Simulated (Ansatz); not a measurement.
```yaml
crystal:
  periodic: [false, false, false]
  atoms:
    - {symbol: N, position_ang: [-1.018161, -0.008250, -0.539507]}
    - {symbol: P, position_ang: [0.493727, 0.003853, 0.294237]}
    - {symbol: H, position_ang: [-1.572876, 0.798665, -0.266462]}
    - {symbol: H, position_ang: [-1.555803, -0.829048, -0.273793]}
    - {symbol: H, position_ang: [1.042101, 1.019196, -0.497664]}
    - {symbol: H, position_ang: [1.063202, -0.992592, -0.506724]}
basis:
  gaussian: {orbitals: def2-TZVP}
hamiltonian: {xc: pbe0}
relax: {f_tol: 0.004, max_steps: 80}
```

```sh
$ ansatz run in.yaml --threads 1 --pin off --events-out ev --progress --plain --max-ram 2176MiB
```

Steps of the relaxation (energy above the last step; positions in Å, forces in eV/Å):

```
6
step 1, 31.2 meV
N    -1.018   -0.008   -0.540   -0.779   -0.008   -0.094
P     0.494    0.004    0.294    0.003   -0.002    0.557
H    -1.573    0.799   -0.266    0.016   -0.120   -0.030
H    -1.556   -0.829   -0.274    0.013    0.121   -0.029
H     1.042    1.019   -0.498    0.369    0.385   -0.200
H     1.063   -0.993   -0.507    0.377   -0.376   -0.204
```

```
6
step 2, 3.8 meV
N    -1.048   -0.009   -0.540   -0.225   -0.002   -0.169
P     0.489    0.004    0.275    0.035   -0.001    0.394
H    -1.600    0.796   -0.261    0.049   -0.022    0.012
H    -1.583   -0.827   -0.269    0.049    0.023    0.012
H     1.086    1.032   -0.493    0.045    0.110   -0.124
H     1.107   -1.005   -0.502    0.047   -0.108   -0.125
```

```
6
step 3, 0.9 meV
N    -1.048   -0.009   -0.542   -0.125   -0.001   -0.112
P     0.488    0.004    0.283    0.092    0.000    0.115
H    -1.599    0.795   -0.261    0.017    0.007    0.016
H    -1.582   -0.826   -0.269    0.017   -0.007    0.016
H     1.085    1.034   -0.496   -0.001    0.017   -0.017
H     1.107   -1.006   -0.505    0.000   -0.017   -0.017
```

```
6
step 6, 0.0 meV
N    -1.050   -0.009   -0.551    0.000    0.000   -0.001
P     0.489    0.004    0.285    0.002    0.000    0.001
H    -1.597    0.794   -0.258    0.000    0.001    0.000
H    -1.580   -0.825   -0.265    0.000   -0.001    0.000
H     1.085    1.035   -0.495    0.000    0.000    0.000
H     1.106   -1.008   -0.505    0.000    0.000    0.000
```

Close pairs at the end: N1–H4 1.014 Å, N1–H3 1.014 Å, P2–H5 1.424 Å, P2–H6 1.424 Å, N1–P2 1.751 Å.

A stationary point of restricted PBE0 after 6 steps (its stability towards spin polarisation wasn't tested); no frequencies were run, so it isn't proven a minimum. 12 s on 1 thread of Arm Neoverse V1, shared host.
